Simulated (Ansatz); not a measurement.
# Cost against result

Saddle point of C₂H₇N, singlet (C₂H₇N (CCN) → C₂H₄ (C=C) + NH₃; bonds formed: N1–H8; bonds broken: N1–C2, C5–H8), PBE0-D4/def2-TZVP structure:

N1  (-1.191, 0.036, -0.040)
C2  (0.258, -0.565, 0.126)
H3  (0.326, -1.369, -0.611)
H4  (0.278, -1.000, 1.129)
C5  (1.092, 0.632, -0.101)
H6  (1.661, 0.970, 0.762)
H7  (1.699, 0.608, -1.004)
H8  (-0.631, 1.003, -0.217)
H9  (-1.717, -0.318, -0.840)
H10  (-1.776, 0.003, 0.795)
(Å)

Barriers are electronic and count from the start structure reached by relaxing down the imaginary mode.

Computed with Ansatz 0.2.0 (basis: as named in each row); correlated methods freeze the cores. B3LYP uses VWN-RPA correlation. Extrapolation: Hartree–Fock as exp(−7.88 √X), correlation as X^−2.97.

Times are rough, for one single point on 2 threads of a shared host (Arm Neoverse V1).

The estimate by CCSD(T) at an estimated basis limit (MP2 extrapolated from triple and quadruple zeta, plus CCSD(T) − MP2 in triple zeta) is 302.3 kJ/mol.

```tsv
method	basis	time (s)	barrier (kJ/mol)	method less estimate
HF	STO-3G	under 1	519.6	217.3
PBE-D4	STO-3G	under 1	368.8	66.6
SPW92	def2-SVP	under 1	261.1	-41.1
B3LYP-D4	6-31G	under 1	293.4	-8.9
PBE-D4	def2-SVP	under 1	276.2	-26.1
PBE0-D4	def2-SVP	under 1	300.0	-2.2
SPW92	def2-TZVPP	1	256.3	-46.0
PBE-D4	def2-TZVPP	2	269.9	-32.4
CCSD(T)	def2-SVP	2	321.4	19.1
BLYP-D4	def2-TZVPP	2	274.9	-27.4
BHLYP-D4	def2-TZVPP	3	318.4	16.1
B3LYP-D4	def2-TZVPP	3	293.6	-8.6
wB97M-V	def2-SVP	4	303.5	1.2
PBE0-D4	def2-TZVPP	4	292.8	-9.5
CAM-B3LYP-D4	def2-TZVPP	4	303.2	1.0
r2SCAN-D4	def2-TZVPP	4	290.0	-12.3
PBE-QIDH	def2-TZVPP	4	306.5	4.3
B2PLYP	def2-TZVPP	4	298.6	-3.7
RPA on PBE	def2-TZVPP	5	303.2	0.9
r2SCAN0-D4	def2-TZVPP	6	303.7	1.4
wB97X-V	def2-TZVPP	8	308.8	6.6
wB97M-V	def2-TZVPP	8	298.4	-3.9
B97M-V	def2-TZVPP	10	299.5	-2.8
MP2	def2-QZVPP	25	298.9	-3.3
CCSD(T)	def2-TZVPP	53	303.5	1.2
```

All methods are single points on the PBE0-D4 structures.

No T1 diagnostic of these runs exceeds 0.014.
